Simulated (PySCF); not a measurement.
Reaction (SMILES): [C-]#[S+] (C-S) + 3 [H][H] (H2) → C (CH4) + S (H2S)
B3LYP-D3(BJ)/def2-TZVP geometries, fixed; electronic energies without zero-point terms.
Largest species:
```xyz
5

C      0.0000     0.0000     0.0000
H      0.6205     0.6269     0.6390
H     -0.6429    -0.6249     0.6185
H      0.6369    -0.6328    -0.6166
H     -0.6146     0.6308    -0.6409
```
Charge 0, spin multiplicity 1.

Effect of the grid level at PBE0/def2-TZVP with PySCF, against the last row, where the energy of full hydrogenation is -115.17 kcal/mol.

| setting | grid points, largest species | largest shift of a total energy (mEh) | shift of the energy of full hydrogenation (kcal/mol) |
|---|---|---|---|
| grids.level: 0 | 3568 | -3.353 | -3.062 |
| grids.level: 1 | 15072 | -0.029 | -0.015 |
| grids.level: 2 | 32696 | -0.003 | -0.001 |
| grids.level: 3 | 53352 | -0.003 | -0.002 |
| grids.level: 4 | 91440 | 0.000 | 0.000 |
| grids.level: 5 | 137144 | 0.000 | 0.000 |
| grids.level: 7 | 287184 | 0.000 | 0.000 |

Within 0.3 kcal/mol in the energy of full hydrogenation: grids.level: 1; grids.level: 2; grids.level: 3; grids.level: 4; grids.level: 5. The largest shift is 3.353 mEh in a total energy and 3.062 kcal/mol in the difference.
